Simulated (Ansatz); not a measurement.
Process, species as SMILES: [OH] (OH) → H atom + O atom
B3LYP-D3(BJ)/def2-TZVP geometries, fixed; electronic energies without zero-point terms.
Largest species:
```xyz
2

O      0.0000     0.0000    -0.1085
H      0.0000     0.0000     0.8682
```
Charge 0, spin multiplicity 2.

Energies in hartree at PBE0 with Ansatz (a program for electronic structure); the atomisation energy is their sum with the coefficients shown, times 627.509 kcal/mol a hartree. All functions are spherical. The program fits the integrals of some runs and decomposes those of others, by size. Open shells are unrestricted. No added dispersion term, no relativity.

```json
[
 {"species": "[OH] (OH)", "coefficient": "-1", "part": "PBE0", "cc-pVDZ": "-75.65276", "cc-pVTZ": "-75.68168", "cc-pVQZ": "-75.68942"},
 {"species": "H atom", "coefficient": "+1", "part": "PBE0", "cc-pVDZ": "-0.50029", "cc-pVTZ": "-0.50104", "cc-pVQZ": "-0.50123"},
 {"species": "O atom", "coefficient": "+1", "part": "PBE0", "cc-pVDZ": "-74.99304", "cc-pVTZ": "-75.01427", "cc-pVQZ": "-75.02042"}
]
```

**Question.** Predict the atomisation energy in cc-pV5Z (X = 5): let each PBE0 step shrink by the ratio of the last two. Compare with the run.

**Answer.** 
- [OH] (OH): steps -0.02892 and -0.00774, ratio 0.268, so PBE0 -75.69149 (run: -75.69216).
- H atom: steps -0.00075 and -0.00019, ratio 0.253, so PBE0 -0.50128 (run: -0.50131).
- O atom: steps -0.02123 and -0.00615, ratio 0.290, so PBE0 -75.02220 (run: -75.02252).
Predicted 105.43 kcal/mol; the run in cc-pV5Z gives 105.63, a miss of -0.20. Keeping the value in cc-pVQZ, 105.28, would miss by -0.35. All sums are of the energies as printed.
